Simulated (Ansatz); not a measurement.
# Nb, bcc: geometry optimisation

These are results of DFT, revPBE, plane waves (420 eV) with PAW, scalar-relativistic (Ansatz), not measurements. (PAW data from PBE, frozen cores regenerated.)

k-point mesh 13×13×13, Fermi-Dirac smearing 0.1 eV, no spin polarisation. Cell and atoms relax.

Starting structure:

```cif
data_structure
_symmetry_space_group_name_H-M 'P 1'
_symmetry_Int_Tables_number 1
_cell_length_a 2.8582
_cell_length_b 2.8582
_cell_length_c 2.8582
_cell_angle_alpha 109.471
_cell_angle_beta 109.471
_cell_angle_gamma 109.471
_cell_volume 17.98
loop_
_atom_site_label
_atom_site_type_symbol
_atom_site_fract_x
_atom_site_fract_y
_atom_site_fract_z
_atom_site_occupancy
Nb1 Nb 0.00000 0.00000 0.00000 1
```

Problem. The pressure at the start is 3.5 GPa. By how much does the volume change?

Solution. From 17.98 to 18.35 Å³ per atom, 2.1 %. The final cell has a = 3.323 Å.

Problem. How much energy does the relaxation gain?

Solution. 4.0 meV per atom.

Path of the relaxation (the plane waves are chosen anew near the end, which can shift the energy a little):

```csv
step,E − E(final) (meV/atom),V (Å³/atom),P (GPa),max force (eV/Å)
0,4.00,17.975,3.48,0.000
1,0.10,18.375,-0.22,0.000
2,0.08,18.350,-0.01,0.000
3,0.00,18.350,-0.01,0.000
```
